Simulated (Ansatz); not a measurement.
## Thallium, hcp: convergence with cold smearing

Computed with Ansatz, PBE, scalar-relativistic PAW, on the relaxed cell (a = 3.590 Å, c = 5.642 Å (c/a = 1.571); spin not included). Errors count from a run at 420 eV on a Γ-centred 17×17×9 mesh with Fermi-Dirac smearing of 0.1 eV, extrapolated to zero width. Fixed here: cutoff 420 eV, mesh 10×10×6. The SCF starts from atomic densities corrected by a trained network.

| width (eV) | E(σ→0) error (meV/atom) | F error (meV/atom) | P (GPa) | SCF iterations |
| --- | --- | --- | --- | --- |
| 0.01 | -0.2 | -0.2 | 0.00 | 5 |
| 0.03 | -0.2 | -0.4 | -0.03 | 5 |
| 0.1 | -0.8 | -1.3 | -0.07 | 5 |
| 0.2 | -2.0 | -2.7 | -0.07 | 5 |
| 0.3 | -3.2 | -3.8 | -0.07 | 5 |
| 0.6 | -3.1 | 2.0 | -0.16 | 5 |
| 1.0 | 11.8 | 3.0 | 0.05 | 5 |
